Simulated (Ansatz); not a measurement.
```xyz
7

C    -1.1914   -1.1551   -1.0447
C    -0.4590   -0.4446   -0.4023
Si    0.6489    0.6292    0.5690
H    -1.8391   -1.7832   -1.6127
H     1.4911    1.4280   -0.3543
H    -0.1648    1.5374    1.4134
H     1.5142   -0.2116    1.4317
```

Total charge 0; spin multiplicity 1.

(1) List the PBE0/def2-TZVPP orbital energies in eV (Ansatz 0.2.0). (Estimate.)

Results:

(1) Ansatz gave: Occupied: -1802.88, -278.57, -278.20, -145.22, -99.89, -99.86, -99.86, -21.19, -16.39, -14.80, -11.36, -10.23, -10.23, -8.32, -8.32. Lowest empty: -0.10, -0.10, 0.81, 1.80, 2.13, 2.13, 2.29, 4.09.
